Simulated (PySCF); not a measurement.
The isolated species cyclobutyl chloride (`C1CCC1Cl`) is ionised with synchrotron light (hν = 1150.0 eV). Calculated photoelectron kinetic energies of its computed core levels, recoil neglected:

```tsv
line	kinetic energy (eV)
1	944.37
2	942.72
3	859.23
4	859.23
5	857.96
```

Computed, not measured: PySCF, delta-SCF UKS SCAN, pcX-2 on the ionised atom, pcseg-1 elsewhere, spin-free X2C.

Which element, shell and site does each line come from? Numbering: `[Cl:1][CH:2]1[CH2:3][CH2:4][CH2:5]1`.

Against the vacuum level, binding energy = hν − kinetic energy.

| line | binding energy (eV) | level | atoms | environment |
| --- | --- | --- | --- | --- |
| 1 | 205.63 | Cl 2p3/2 | Cl1 | alkyl chlorine |
| 2 | 207.28 | Cl 2p1/2 | Cl1 | alkyl chlorine |
| 3 | 290.77 | C 1s | C4 | four-membered-ring carbon |
| 4 | 290.77 | C 1s | C3/C5 | four-membered-ring carbon |
| 5 | 292.04 | C 1s | C2 | sp3 C–Cl carbon |

Out of reach at this photon energy: Cl 1s (2828.2 eV).

Where does line 2 move with hν = 1253.6 eV?

To 1253.6 − 207.28 = 1046.32 eV; every photoline shifts by the change in photon energy, +103.6 eV.

The listed C 1s values span 1.27 eV, from C4 (bonded to 2 C and 2 H) to C2 (bonded to Cl, 2 C and H). The values 290.77 and 290.77 eV lie too close for their order to be trusted.

What is the longest wavelength that can ionise C 1s of C4 vertically?

λ = hc/E = 12398.42 eV Å / 290.77 eV = 42.640 Å.

Other core shells, valence and Auger electrons aren't listed. The first atom of each set that the bonding makes equivalent was ionised and stands for the set. For 2p shells one spin-free hole was relaxed; a mean-field spin–orbit operator and the ground-state splitting of the three 2p orbitals were then diagonalised within the shell. The shell's mean is (2 × 2p3/2 + 2p1/2)/3, and the degeneracies 2j + 1 give areas of 2:1. 2p1/2 minus 2p3/2 (ligand field included): Cl 1.65 eV. Isolated species at its GFN2-xTB geometry (one conformer only).
